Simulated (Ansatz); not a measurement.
Geometry optimisation, RKS PBE/def2-TZVP (Ansatz 0.2.0).

Input file:

```yaml
crystal:
  periodic: [false, false, false]
  atoms:
    - { symbol: Si, position_ang: [-0.522311, -0.067214, -0.306017] }
    - { symbol: F, position_ang: [0.332013, 0.64503, 2.266534] }
    - { symbol: H, position_ang: [0.519662, -1.01181, 0.18156] }
    - { symbol: H, position_ang: [-0.092835, 1.354663, -0.288128] }
    - { symbol: H, position_ang: [-0.82294, -0.436767, -1.733116] }
    - { symbol: "N", position_ang: [-1.978398, -0.210093, 0.740586] }
    - { symbol: H, position_ang: [-2.44037, -1.121581, 0.729581] }
    - { symbol: H, position_ang: [-2.683539, 0.511234, 0.570841] }
    - { symbol: H, position_ang: [-0.542383, 0.336538, 2.378358] }
basis:
  gaussian: { orbitals: def2-TZVP }
hamiltonian:
  xc: pbe
relax:
  f_tol: 0.03
  max_steps: 50
```

Command:

```bash
$ ansatz run input.yaml --threads 4 --pin off --max-ram 5120MiB --backend cpu --events-out ev --progress --plain --runs-dir out
```

Q: Where does it end, and by what steps?

A: The run converged. After 10 steps the energy has fallen by 0.334 eV; F2 moved furthest, 0.94 Å.

```json
{"step": "0", "energy less start (eV)": "0.0000", "largest force component (eV/Å)": "0.660", "accepted": "yes"}
{"step": "1", "energy less start (eV)": "-0.0829", "largest force component (eV/Å)": "2.101", "accepted": "yes"}
{"step": "2", "energy less start (eV)": "-0.2305", "largest force component (eV/Å)": "1.105", "accepted": "yes"}
{"step": "3", "energy less start (eV)": "-0.2836", "largest force component (eV/Å)": "0.372", "accepted": "yes"}
{"step": "4", "energy less start (eV)": "-0.2178", "largest force component (eV/Å)": "0.848", "accepted": "no"}
{"step": "5", "energy less start (eV)": "-0.3134", "largest force component (eV/Å)": "0.211", "accepted": "yes"}
{"step": "6", "energy less start (eV)": "-0.3235", "largest force component (eV/Å)": "0.144", "accepted": "yes"}
{"step": "7", "energy less start (eV)": "-0.3293", "largest force component (eV/Å)": "0.097", "accepted": "yes"}
{"step": "8", "energy less start (eV)": "-0.3321", "largest force component (eV/Å)": "0.264", "accepted": "yes"}
{"step": "9", "energy less start (eV)": "-0.3336", "largest force component (eV/Å)": "0.038", "accepted": "yes"}
{"step": "10", "energy less start (eV)": "-0.3338", "largest force component (eV/Å)": "0.010", "accepted": "yes"}
```

```xyz
9
Properties=species:S:1:pos:R:3
Si -0.494 -0.093 -0.527
F -0.294 0.580 2.969
H 0.579 -1.065 -0.178
H 0.033 1.297 -0.620
H -1.097 -0.479 -1.843
N -1.655 -0.109 0.811
H -2.065 -1.022 1.014
H -2.419 0.565 0.725
H -0.818 0.325 2.189
```

Whether the end is a true minimum wasn't checked by a vibrational analysis.

Time of the run: 13 s on 4 threads of Intel(R) Xeon(R) Platinum 8259CL CPU @ 2.50GHz (Skylake/Cascade Lake), with other jobs on the host, peak memory 0.23 GiB.
